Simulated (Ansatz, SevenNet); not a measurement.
**How well does each level of theory give the TO(Γ) frequency of zinc-blende GaSb?**

Reference value: 224 cm⁻¹ (measured, temperature not stated, no zero-point or thermal correction; as tabulated in Giannozzi et al., Phys. Rev. B (1991)).

| level (code) | value (cm⁻¹) | cell (Å³/atom) |
|---|---|---|
| SevenNet-l3i5 | 175 | 29.31 |
| LDA (Ansatz) | 226 | 27.65 |
| PBE (Ansatz) | 210 | 29.99 |
| PBE-D3(BJ) (Ansatz) | 221 | 28.78 |
| r²SCAN (Ansatz) | ___ | 28.83 |
| HSE06 (Ansatz) | 226 | 28.92 |
| LC-ωPBE (Ansatz) | ___ | 27.07 |
| PBE0 (Ansatz) | ___ | 28.81 |
| Hartree–Fock (Ansatz) | 234 | 30.14 |

Question: Complete the blanks.

Answer: 
- r²SCAN (Ansatz, an electronic-structure program), value (cm⁻¹): 223
- LC-ωPBE (Ansatz), value (cm⁻¹): 253
- PBE0 (Ansatz), value (cm⁻¹): 228

Differences against the reference: SevenNet-l3i5 -22 %, LDA +0.9 %, PBE -6.2 %, PBE-D3(BJ) -1.3 %, r²SCAN -0.4 %, HSE06 +0.9 %, LC-ωPBE +12.9 %, PBE0 +1.8 %, Hartree–Fock +4.5 %.

Once the reference is moved by up to 3.0 % (a margin picked here for doubts on the reference and the settings, and for temperature and zero-point motion) and values within 0.7 % count as equal, the nearest can be r²SCAN (-0.4 %), LDA (+0.9 %), HSE06 (+0.9 %), PBE-D3(BJ) (-1.3 %), PBE0 (+1.8 %) or Hartree–Fock (+4.5 %). Farthest off among them: SevenNet-l3i5 (-22 %).

The reference isn't brought to a static lattice, while the calculations are for one, so the differences are not the levels' errors alone.  LDA, PBE, PBE-D3(BJ): the solid has no gap at this level, which affects its response. PBE-D3(BJ): the dispersion coefficients are held fixed in the derivatives. Each level is taken at its own relaxed cell. Cutoffs and k meshes differ between the levels. Ansatz's density-functional and Hartree–Fock values are scalar-relativistic unless marked +SOC, with PAW data made under PBE.

Machine-learned potentials (SevenNet-l3i5) are trained on DFT data: a solid inside that data is no test of them.

Differences are worked out from the printed values.
